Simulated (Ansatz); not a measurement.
Relaxed structures of CH₂OS, singlet (PBE0-D4/def2-TZVP; forces vanish, vibrations not checked; lower isomers may exist, and structures with a doubtful reference or unclear bonds are left out; Å). Ansatz 0.2.0; basis: def2-TZVPP; cores frozen in the correlated methods.

(1) Rank them by CCSD(T) energy, lowest first, and give each one's height above the lowest. Links in brackets join atoms within 1.22 times the sum of their covalent radii (1.1 for two metals). (An estimate is asked for; the value comes from the calculation.)
A.
CH₂OS ([OH][CH][S])
```
5
angstrom
O -1.0027 -0.8455 0.9920
C -0.4701 -0.3885 -0.1290
S 0.7196 0.6951 -0.2484
H -0.9538 -0.8531 -0.9879
H -0.5480 -0.4105 1.7314
```
B.
CH₂OS ([CH][SH][O])
```
5
angstrom
O 1.5354 1.1440 -1.7814
C -0.3677 -0.2816 -0.2000
S 0.8056 0.6277 -0.6325
H -0.9470 -0.7859 -0.9733
H 1.3532 1.1261 0.4901
```
C.
CH₂OS ([O][CH][SH])
```
5
angstrom
O -0.7052 -0.6117 1.0528
C -0.4336 -0.3617 -0.0827
S 0.8488 0.7237 -0.6311
H -0.9698 -0.7938 -0.9475
H 1.2599 1.0435 0.6085
```

The T1 diagnostic stays at or below 0.030. The T1 diagnostic is large here, which may signal multireference character or strong orbital relaxation, so CCSD(T) is less sure.

## Answers

(1) The calculation gives: C (0.000 eV), A (0.053 eV), B (3.818 eV). Heights count from the lowest.

For scale, one of the runs: CCSD(T)/def2-TZVPP, 132 basis functions, launched by `ansatz run in.yaml --threads 2 --pin off --events-out ev --progress --plain --max-ram 4352MiB`. Time: 11 s of wall clock on 2 CPU threads of an Arm Neoverse V1; the host was shared. Peak host memory: 0.66 GiB.
